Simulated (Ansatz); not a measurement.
# AlP+ (doublet): the correlation ladder, def2-TZVPP

One table from this session's results is given with a row withheld; the runs are named, their logs left out.

Method: def2-TZVPP, core rule «outside noble gas», up to 10 orbitals frozen; program: Ansatz 0.2.0, Gaussian basis.

The runs, in order: UHF; ROHF; CCSD(T) on UHF.

### What is computed

The geometry is a PBE0/def2-TZVP stationary point (not a proven minimum).

2 atoms, charge 1, spin multiplicity 2.

Atoms are counted from 1 here; the program's logs count them from 0.

Bond lengths: Al1–P2 2.381 Å.

The first run:

in.yaml reads:

```yaml
crystal:
  periodic: [false, false, false]
  atoms:
    - {symbol: Al, position_ang: [0.000000, 0.000000, 0.000000]}
    - {symbol: P, position_ang: [0.000000, 0.000000, 2.380600]}
basis:
  gaussian: {orbitals: def2-TZVPP}
total_charge: 1
magnetization: {spin_polarized: true, initial_magnetization: 1}
hamiltonian: {xc: hf}
output: {orbitals: {seedname: orbitals}}
```

Command:

```sh
$ ansatz run in.yaml --threads 1 --pin off --events-out ev --progress --plain --max-ram 4096MiB --backend cpu
```

Among the steps run: UHF; ROHF; CCSD(T) on UHF.

One of the session's tables, all rows but one given; the rest of the session is left out.

| method | from UCCSD(T) (meV) |
| --- | --- |
| ROHF | +6075.8 |
| UHF | +4149.0 |
| UMP2 | ? |
| UCCSD | +211.6 |
| UCCSD(T) | 0 |

Estimate the missing values for UMP2.

**Answer.** from UCCSD(T) (meV): +1080.8. In the column «from UCCSD(T) (meV)» it lies between UCCSD (+211.6) and UHF (+4149.0).

The program flags UCCSD(T) as in doubt (see the logs), so the zero of the table is itself unsure.

Limits of these values: The determinant is far from a pure spin state, so its energy mixes those of several spin states (harmless only where they are near-degenerate, as at dissociation). The program flags UCCSD(T) as in doubt, so the zero of the table is itself unsure.
